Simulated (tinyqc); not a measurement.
LCCD on RHF in the sto-6g basis, frozen core, for BH3, spin multiplicity 1, step by step. One step of it, computed by the program tinyqc.

Question. Iteration 1: diagonalisation and new density. Diagonalise F' = X^T F X, C = X C', fill 4 alpha and 4 beta electrons from the bottom; D = 2 C_occ C_occ^T. Each column has its largest component positive (the first on a tie).

Fock matrix F (hartree):
```
            1B 1s      1B 2s     1B 2px     1B 2py    1B 2pz      2H 1s      3H 1s      4H 1s
1B 1s   -7.389003  -2.092259  -0.000004   0.000000  0.000000  -0.397413  -0.397483  -0.397483
1B 2s   -2.092259  -1.127252  -0.000038   0.000000  0.000000  -0.504355  -0.504398  -0.504398
1B 2px  -0.000004  -0.000038   0.056604   0.000000  0.000000  -0.251745   0.125779   0.125779
1B 2py   0.000000   0.000000   0.000000   0.056458  0.000000   0.000000  -0.218087   0.218087
1B 2pz   0.000000   0.000000   0.000000   0.000000  0.198877   0.000000   0.000000   0.000000
2H 1s   -0.397413  -0.504355  -0.251745   0.000000  0.000000  -0.284401  -0.143189  -0.143189
3H 1s   -0.397483  -0.504398   0.125779  -0.218087  0.000000  -0.143189  -0.284439  -0.143098
4H 1s   -0.397483  -0.504398   0.125779   0.218087  0.000000  -0.143189  -0.143098  -0.284439
```

X:
```
            1B 1s      1B 2s     1B 2px     1B 2py    1B 2pz      2H 1s      3H 1s      4H 1s
1B 1s    1.031311  -0.166263  -0.000006   0.000000  0.000000   0.023390   0.023388   0.023388
1B 2s   -0.166263   1.281103   0.000049   0.000000  0.000000  -0.261016  -0.261034  -0.261034
1B 2px  -0.000006   0.000049   1.144726   0.000000  0.000000  -0.285390   0.142606   0.142606
1B 2py   0.000000   0.000000   0.000000   1.144896  0.000000   0.000000  -0.247263   0.247263
1B 2pz   0.000000   0.000000   0.000000   0.000000  1.000000   0.000000   0.000000   0.000000
2H 1s    0.023390  -0.261016  -0.285390   0.000000  0.000000   1.178578  -0.012221  -0.012221
3H 1s    0.023388  -0.261034   0.142606  -0.247263  0.000000  -0.012221   1.178618  -0.012277
4H 1s    0.023388  -0.261034   0.142606   0.247263  0.000000  -0.012221  -0.012277   1.178618
```

Give: F' = X^T F X; orbital energies; coefficients C; D after iteration 1.

Answer.

F' = X^T F X (hartree):
```
         1        2        3        4       5        6        7        8
1  -7.2193  -1.0900   0.0000   0.0000  0.0000  -0.0389  -0.0389  -0.0389
2  -1.0900  -0.3712   0.0000   0.0000  0.0000  -0.3412  -0.3412  -0.3412
3   0.0000   0.0000   0.3035   0.0000  0.0000  -0.3444   0.1721   0.1721
4   0.0000   0.0000   0.0000   0.3037  0.0000   0.0000  -0.2984   0.2984
5   0.0000   0.0000   0.0000   0.0000  0.1989   0.0000   0.0000   0.0000
6  -0.0389  -0.3412  -0.3444   0.0000  0.0000   0.0159  -0.0473  -0.0473
7  -0.0389  -0.3412   0.1721  -0.2984  0.0000  -0.0473   0.0159  -0.0474
8  -0.0389  -0.3412   0.1721   0.2984  0.0000  -0.0473  -0.0474   0.0159
```

orbital energies (hartree): MO1 -7.3920, MO2 -0.7156, MO3 -0.2553, MO4 -0.2551, MO5 0.1989, MO6 0.4383, MO7 0.6219, MO8 0.6223

coefficients C:
```
            MO1      MO2      MO3      MO4     MO5      MO6      MO7      MO8
1B 1s    0.9937  -0.2289   0.0000   0.0000  0.0000  -0.2305  -0.0001   0.0000
1B 2s    0.0248   0.6598   0.0000  -0.0001  0.0000   1.1989   0.0006   0.0000
1B 2px   0.0000   0.0000   0.0000   0.4108  0.0000  -0.0004   1.1242   0.0000
1B 2py   0.0000   0.0000   0.4108   0.0000  0.0000   0.0000   0.0000   1.1244
1B 2pz   0.0000   0.0000   0.0000   0.0000  1.0000   0.0000   0.0000   0.0000
2H 1s   -0.0030   0.2500   0.0000   0.6041  0.0000  -0.6705  -0.8139   0.0000
3H 1s   -0.0030   0.2500   0.5231  -0.3020  0.0000  -0.6712   0.4063  -0.7047
4H 1s   -0.0030   0.2500  -0.5231  -0.3020  0.0000  -0.6712   0.4063   0.7047
```

D after iteration 1:
```
          1B 1s    1B 2s   1B 2px   1B 2py  1B 2pz    2H 1s    3H 1s    4H 1s
1B 1s    2.0795  -0.2528   0.0000   0.0000  0.0000  -0.1203  -0.1204  -0.1204
1B 2s   -0.2528   0.8720   0.0000   0.0000  0.0000   0.3296   0.3298   0.3298
1B 2px   0.0000   0.0000   0.3375   0.0000  0.0000   0.4963  -0.2481  -0.2481
1B 2py   0.0000   0.0000   0.0000   0.3375  0.0000   0.0000   0.4297  -0.4297
1B 2pz   0.0000   0.0000   0.0000   0.0000  0.0000   0.0000   0.0000   0.0000
2H 1s   -0.1203   0.3296   0.4963   0.0000  0.0000   0.8549  -0.2399  -0.2399
3H 1s   -0.1204   0.3298  -0.2481   0.4297  0.0000  -0.2399   0.8546  -0.2398
4H 1s   -0.1204   0.3298  -0.2481  -0.4297  0.0000  -0.2399  -0.2398   0.8546
```
